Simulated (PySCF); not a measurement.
**Which determinant of O2 lies lowest?**

Unrestricted PBE0; basis O def2-TZVPPD; no relativity; PySCF 2.14. Outer shells of the fragments: O 2s2 2p4; O 2s2 2p4.

Followed along the bond (rough minima from three points):

```tsv
2Ms+1	unpaired	⟨S²⟩ at the start	R at minimum (Å)	Te (eV)
3	π ↑↑	2.01	1.20	0.00
1	π ↑↓	1.01	1.20	0.45
```

Solutions found at the starting distance of 1.200 Å, counted from the lowest of them; the search is not exhaustive and high or unbound solutions are not listed, so other states can lie among these:

```
2Ms+1  unpaired   term  E (eV)  ⟨S²⟩  ⟨Lz²⟩
    3      π ↑↑    ³Σ⁻    0.00  2.01   0.00
    1      π ↑↓  mixed    0.45  1.01   2.01
    1      none  mixed    1.77  0.00   2.00
    3      π ↑↑  mixed    6.34  2.01   2.01
    3  σ ↑, π ↑     ³Π    7.79  2.01   1.00
    1  σ ↓, π ↑  mixed    8.35  1.01   1.00
```

A term symbol is given only where ⟨S²⟩ and ⟨Lz²⟩ are close to those of a pure state; real π, δ and φ orbitals otherwise mix terms, and g/u labels are left off.

The measured ground state is X ³Σg- (Huber and Herzberg, Constants of Diatomic Molecules (1979)).

Counting both spins, an empty level lies below a filled one in some of these solutions, because spin and occupation are held.
